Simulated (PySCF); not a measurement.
# Computed NMR parameters against published values

Atoms are numbered as in `[cH:1]1[cH:2][cH:3][nH:4][cH:5]1` (H(Xn): hydrogen on atom n).

Non-relativistic, equivalent nuclei averaged, gas phase, one conformer. PBE0-D3(BJ)/def2-SVP structure; σ from GIAO-PBE0/pcSseg-1; J couplings at B3LYP/pcJ-1 (spin–dipole term only in couplings to heteroatoms); PySCF 2.14.0 with density-fitted response routines.

Reference values: measured (solution, acetone-d6, 298 K; Fulmer et al., Organometallics 2010, 29, 2176).
```
      atoms  quantity  reference  computed  computed, scaled
      C3/C5     δ ¹³C      118.0     119.6             115.0
      C1/C2     δ ¹³C      108.0     113.9             109.4
H(C3)/H(C5)      δ ¹H       6.77      6.66              6.53
H(C1)/H(C2)      δ ¹H       6.07      6.38              6.27
```

Reference values: measured (solution, C6D6, 298 K; Fulmer et al., Organometallics 2010, 29, 2176).
```csv
atoms,quantity,reference,computed,"computed, scaled"
C3/C5,δ ¹³C,117.8,119.6,115.0
C1/C2,δ ¹³C,108.2,113.9,109.4
```

Computed shifts are σ(ref) − σ with the named reference compound (TMS for H and C) calculated as an isolated molecule at the same level. The measured values may be among those fitted. Shieldings were converted by linear fits to measured shifts (mostly CDCl3, TMS scale, for H and C): ¹H (scatter 0.21 ppm rms, 0.22 ppm with the 3 outliers that the fit left out); ¹³C (scatter 1.9 ppm rms, 2.3 ppm with the 23 outliers that the fit left out). A few per cent of atoms miss by over 2 rms, more outside the fitted compound classes. H not on carbon is unscaled (vs computed TMS).

Coupling constants in Hz (some tables give magnitudes without signs):
```tsv
coupling	reference	computed	source
¹J(C3,H(C3))	182.0	192.9	measured; liquid or solution; F. J. Weigert, PhD thesis, Caltech 1968 (Carbon-13 magnetic resonance spectroscopy)
¹J(C2,H(C2))	170.0	180.1	measured; liquid or solution; F. J. Weigert, PhD thesis, Caltech 1968 (Carbon-13 magnetic resonance spectroscopy)
²J(C2,H(C1))	4.6	4.8	measured; liquid or solution; F. J. Weigert, PhD thesis, Caltech 1968 (Carbon-13 magnetic resonance spectroscopy)
```

Q: How far are the unscaled ¹³C shifts from the references?

A: Mean signed difference +3.75 ppm, mean absolute 3.75 ppm over 4 comparisons; the largest is +5.9 ppm at C1/C2 (aromatic CH).

Q: How far are the unscaled ¹H shifts from the references?

A: Mean signed difference +0.10 ppm, mean absolute 0.21 ppm over 2 comparisons; the largest is +0.31 ppm at H(C1)/H(C2) (hydrogen on an aromatic CH).

9 of the 74 published NMR values on file for this molecule are compared. The rest: values from further sources, exchangeable protons in solution, protons in aromatic solvents, values whose atom or origin is in doubt.

Unscaled 3J(H,H) at this level run about 10 % above measured values.
